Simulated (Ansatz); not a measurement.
This geometry of CH2OS + FH (7 atoms, charge 0, multiplicity 1) is a first-order saddle point.

Computed with RKS PBE-D4/def2-SVP (Ansatz).

```xyz
7
Properties=species:S:1:pos:R:3
H -0.980 0.632 0.206
O -0.489 0.589 -0.899
C 0.536 -0.153 -0.818
H 1.121 -0.310 -1.751
S 1.096 -0.932 0.594
H -0.123 -0.275 1.324
F -1.161 0.449 1.344
```

Which two structures does it join? (They come from a converged band through this point; their orientation in space is the band's.)

Bonds broken: H1–O2, H6–F7. Bonds formed: H1–F7, S5–H6.

Image 0:

```xyz
7
Properties=species:S:1:pos:R:3
H -0.908 0.635 0.012
O -0.474 0.582 -0.911
C 0.585 -0.183 -0.835
H 1.099 -0.276 -1.815
S 1.182 -0.968 0.503
H -0.333 -0.179 1.510
F -1.150 0.388 1.537
```

Image 6:

```xyz
7
Properties=species:S:1:pos:R:3
H -1.179 0.719 0.407
O -0.430 0.572 -0.985
C 0.560 -0.152 -0.888
H 1.209 -0.364 -1.776
S 1.134 -0.951 0.567
H 0.091 -0.426 1.321
F -1.384 0.602 1.354
```

How far does it lie above each of them?

0.199 eV above the first and 0.176 eV above the second. This is the barrier of this one path; another mechanism may lie lower. The orbitals stay closed-shell, which can raise the energy where a bond breaks towards radicals; this wasn't checked here.

The run took 49 s on 2 threads of Intel(R) Xeon(R) CPU @ 2.80GHz (Skylake/Cascade Lake), on a shared host, peak memory 0.18 GiB.
